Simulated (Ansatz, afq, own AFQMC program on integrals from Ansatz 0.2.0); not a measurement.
AFQMC on a folder of integrals that Ansatz 0.2.0 wrote.

```yaml
crystal:
  periodic: [false, false, false]
  atoms:
    - {symbol: O, position_ang: [0.000000, 0.000000, 0.000000]}
    - {symbol: O, position_ang: [0.000000, 0.000000, 1.192820]}
basis:
  gaussian: {orbitals: 6-31G}
magnetization: {spin_polarized: true, initial_magnetization: 2}
correlation: {method: ccsd_t, electrons: outside_noble_gas, hamiltonian_folder: ham}
```

```sh
$ ansatz run in.yaml --threads 1 --pin off --events-out ev --progress --plain --max-ram 1843MiB
```

Options of the walk:

```
--method phaseless --trial cisd --walkers 180 --populations 1 --least-time 40 --time-step 0.005 --steps-per-block 50 --equilibration-blocks 28 --max-blocks 300 --target-error 0.00042 --factor-cut 1e-05 --start spin_pure --seed 1145 --release-times 0.24,0.5,1,1.5 --release-step 0.02 --release-every 4 --taylor-order 6
```

Times are imaginary, in 1/Eh. The walk had a cap of 527 s.

Log:

```
orbitals 16  electrons 7 5  factors 90 of 155
reference energy -149.54582623 Eh
CCSD correlation -0.23047267 Eh in 10 cycles, weight of the determinant in the CISD state 0.9200
energy of the start -149.775064 Eh
 block  time / (1/Eh)  mean weight  energy / Eh
     1     0.250  0.9996  -149.772882
     2     0.500  0.9999  -149.776190
     3     0.750  1.0004  -149.777210
     4     1.000  0.9988  -149.777750
     5     1.250  1.0006  -149.784522
     7     1.750  0.9980  -149.779532
     9     2.250  1.0007  -149.786527
    11     2.750  0.9998  -149.781986
    21     5.250  0.9996  -149.778962
    31     7.750  0.9993  -149.779231
    41    10.250  0.9999  -149.780568
    51    12.750  1.0005  -149.781736
    61    15.250  1.0003  -149.783973
    71    17.750  0.9999  -149.783629
    81    20.250  0.9986  -149.778208
    91    22.750  0.9983  -149.777428
   101    25.250  0.9995  -149.783433
   111    27.750  0.9998  -149.779168
   121    30.250  0.9993  -149.783559
   131    32.750  0.9994  -149.781526
   141    35.250  1.0019  -149.778940
   151    37.750  0.9991  -149.785683
   161    40.250  1.0010  -149.801987
   171    42.750  0.9997  -149.775189
   181    45.250  0.9995  -149.780055
   191    47.750  1.0009  -149.784467
   201    50.250  1.0016  -149.778766
   206    51.500  1.0010  -149.784877
blocks merged  error / Eh  count
     1  0.000339  180
     2  0.000374  90
     4  0.000372  45
     8  0.000402  22
    16  0.000381  11
released: time / (1/Eh)  energy / Eh  error  mean overlap
  0.24  -149.782836  0.000535  1.0026
  0.50  -149.783409  0.000394  1.0002
  1.00  -149.783671  0.000394  1.0047
  1.50  -149.783670  0.000352  1.0101
energy -149.782065 +/- 0.000402 Eh
(rows thinned)
```

The run passed its tests (sampling time, drift between the halves within three errors, error under three times the target), which doesn't prove that it has relaxed.

Against this walk (error 10.9 meV) on the same determinant: CCSD(T) 9.0 meV higher (within the noise), CCSDT(Q) 43.1 meV lower, CCSDTQ 39.8 meV lower, full CI (a separate run on its own orbitals, whose frozen core shifts it by up to a few meV) 43.4 meV lower. The error is statistical and leaves out the bias of the constraint. Released to 1.50 1/Eh the energy lies 44 ± 15 meV (both errors) below the phaseless value, which shows part or all of the bias of the constraint, and full CI lies 0.3 meV above the released value. Full CI is exact here, so the walk's 43 meV above it is the walk's own error: the bias of the constraint with this trial.

Cautions: constraint bias not in the error; lower spins were not checked; full CI with its own frozen core.

The walk took 2.5 min on 1 thread of Arm Neoverse V1, with other jobs on the host. The log's last line is the phaseless energy.

CCSDT and higher add their correlation energy to the determinant of the CCSD(T) run, since their own runs factorise the integrals more tightly (a shift of under 2 meV). A walk keeps the symmetry of its determinant, which the program's search chose and which needn't be the lowest solution, so a lower state of the same spin and another symmetry isn't excluded.
